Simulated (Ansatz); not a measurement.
I need harmonic frequencies at the relaxed geometry of CHO2, SMILES O=[C]O. Use Ansatz 0.2.0 through its Python package. Settings (for the species named): B3LYP, def2-SVP basis, multiplicity 2.

```yaml
atoms:
  - { symbol: O, position_ang: [0.2899, 0.1826, 1.6030] }
  - { symbol: C, position_ang: [0.2049, -0.0518, 0.4508] }
  - { symbol: O, position_ang: [0.1092, -0.3380, -0.8516] }
  - { symbol: H, position_ang: [-0.5485, 0.1469, -1.2225] }
```

Script `cho2.py`:
```python
"""Vibrations and zero-point energy of CHO2."""

from dataclasses import dataclass
import itertools
import warnings

import ansatz
from ase import Atoms
from ase.data import atomic_numbers, covalent_radii
from ase.thermochemistry import IdealGasThermo
import numpy as np


@dataclass
class RunConfig:
    basis: str = "def2-SVP"
    functional: str = "B3LYP"


settings = RunConfig()

warnings.simplefilter("ignore", ansatz.DeckWarning)

atoms = Atoms(["O", "C", "O", "H"], positions=[
    [0.2899, 0.1826, 1.603],
    [0.2049, -0.0518, 0.4508],
    [0.1092, -0.338, -0.8516],
    [-0.5485, 0.1469, -1.2225],
])
system = ansatz.Crystal.molecule_from_ase(atoms)

model = (
    system.calculation()
    .basis(gaussian=settings.basis)
    .functional(settings.functional)
    .spin("collinear", total=1)
)
symbols = [site.symbol for site in system.cartesian_sites]
start = np.array([site.position_ang for site in system.cartesian_sites], dtype=float)
report = model.relax(force_tolerance=0.003).run(threads=1, pin="off").report
end = np.array(report["positions_ang"])

# pairs closer than 1.2 times the sum of covalent radii, before or after
radius = [covalent_radii[atomic_numbers[s]] for s in symbols]
span = lambda where, i, j: np.linalg.norm(where[i] - where[j])
bonded = [(i, j) for i, j in itertools.combinations(range(len(symbols)), 2) if min(span(start, i, j), span(end, i, j)) < 1.2 * (radius[i] + radius[j])]
print("pair        before    after (A)")
for i, j in bonded:
    print(f"{symbols[i]}{i}-{symbols[j]}{j}".ljust(10), f"{span(start, i, j):8.4f} {span(end, i, j):8.4f}")

# frequencies need a stationary point, so they are taken at the relaxed geometry
minimum = ansatz.Crystal.molecule()
for symbol, place in zip(symbols, end):
    minimum = minimum.atom(symbol, place.tolist())
vibrating = (
    minimum.calculation()
    .basis(gaussian=settings.basis)
    .functional(settings.functional)
    .spin("collinear", total=1)
    .phonons(temperatures=(100, 500, 100))
)
vib = vibrating.run(threads=1, pin="off").report["vibrations"]
sums = vib["harmonic_sums"]
modes = [m["omega_inv_cm"] for m in sums["modes_at_gamma"] if m["rigid_motion"] == "no"]
for number, w in enumerate(modes, start=1):
    print(f"mode {number:2d} {w:9.1f} 1/cm {w / 8065.544 * 1000:8.2f} meV")
print("imaginary modes:", sum(w < 0 for w in modes), " zero-point energy:", round(sums["zero_point_energy_ev"], 4), "eV")
# rigid rotor and ideal gas, symmetry number taken as one
gas = IdealGasThermo(vib_energies=[w / 8065.544 for w in modes if w > 0], geometry="linear" if len(modes) == 3 * len(symbols) - 5 else "nonlinear",
                     atoms=Atoms(symbols, positions=end), symmetrynumber=1, spin=0.5)
print(f"H(298 K) - E = {gas.get_enthalpy(298.15, verbose=False):.4f} eV")
print(f"S(298 K, 1 bar) = {96485.33 * gas.get_entropy(298.15, 1e5, verbose=False):.1f} J/(mol K) with symmetry number 1")
```

Output of `python cho2.py`:
```text
pair        before    after (A)
O0-C1        1.1789   1.1858
C1-O2        1.3369   1.3198
O2-H3        0.8974   0.9818
mode  1     605.9 1/cm    75.13 meV
mode  2     611.9 1/cm    75.86 meV
mode  3    1118.6 1/cm   138.69 meV
mode  4    1294.5 1/cm   160.50 meV
mode  5    1914.3 1/cm   237.34 meV
mode  6    3566.4 1/cm   442.18 meV
imaginary modes: 0  zero-point energy: 0.5649 eV
H(298 K) - E = 0.6770 eV
S(298 K, 1 bar) = 251.5 J/(mol K) with symmetry number 1
```

Notes:
- The frequencies are harmonic and unscaled, in a modest basis.
- The run takes the species as open-shell (spin multiplicity 2), which needn't be its ground state.
- b3lyp holds the VWN-RPA fit, as in Gaussian; the form of ORCA and Turbomole is b3lyp5.
- The entropy takes a symmetry number of 1; a symmetric molecule's is lower by R ln(sigma).
- Timing: 40 s on 1 thread of Arm Neoverse V1, on a shared host, peak memory 0.23 GiB.
